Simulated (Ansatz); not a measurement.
Reaction: C3H5 (SMILES C=[C]C, doublet) → C3H5 (SMILES [CH]1CC1, doublet)
Each species at its own B3LYP-D3(BJ)/def2-TZVP minimum (Ansatz, a quantum-chemistry and plane-wave program).

Quantity: isomerisation energy (electronic), in kcal/mol. Radicals and triplets start from unrestricted determinants; spin-orbit coupling is neglected. CBS(X,Y): correlation extrapolated as X^-3, Hartree-Fock from the larger set. A bracket is a step between two methods taken in the basis named. The functionals are non-relativistic, so their misses hold any scalar relativity. Double hybrids freeze cores in their MP2 part. '+ core + X2C': CCSD(T) terms for core correlation (cc-pwCVTZ) and scalar relativity (cc-pVTZ-DK). The UHF reference of C3H5 (C=[C]C, doublet) is spin-contaminated (<S^2> up to 0.16 over the pure value in the sets run).

CCSD(T)/CBS(cc-pVTZ,cc-pVQZ) + [CCSDT(Q) - CCSD(T)]/cc-pVDZ + core + X2C (Ansatz) gives 9.0 kcal/mol.

Q: How far off this value is PBE/def2-TZVPD (Ansatz), in which direction, and how far these levels: r2SCAN/def2-TZVPD, B3LYP/def2-TZVPD, PBE0/def2-TZVPD, wB97M-V/def2-TZVPD, B2PLYP/def2-TZVPD, CCSD(T)/CBS(cc-pVTZ,cc-pVQZ) + core + X2C?

A: PBE gives 7.2 kcal/mol, 1.8 kcal/mol below it. Differences of the others: r2SCAN/def2-TZVPD (Ansatz) -1.7; B3LYP/def2-TZVPD (Ansatz) 1.6; PBE0/def2-TZVPD (Ansatz) -3.5; wB97M-V/def2-TZVPD (Ansatz) -1.7; B2PLYP/def2-TZVPD (Ansatz) 0.5; CCSD(T)/CBS(cc-pVTZ,cc-pVQZ) + core + X2C (Ansatz) -0.5 kcal/mol.
